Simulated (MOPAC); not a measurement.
MOPAC input (AM1):

```
AM1 1SCF CHARGE=-1 GEO-OK AUX(PRECISION=9) THREADS=1
C2HO

C    -0.03124793 1   -0.06375843 1   -1.25786558 1
C     0.00426770 1   -0.02343511 1   -0.00300284 1
H     0.07165628 1   -0.76285566 1   -2.05909856 1
O     0.01127814 1    0.16075211 1    1.20303864 1
```

### Question
What heat of formation does the run end on, and which ionisation energy by Koopmans theorem?

### Answer
2.15 kcal/mol; 2.22 eV.
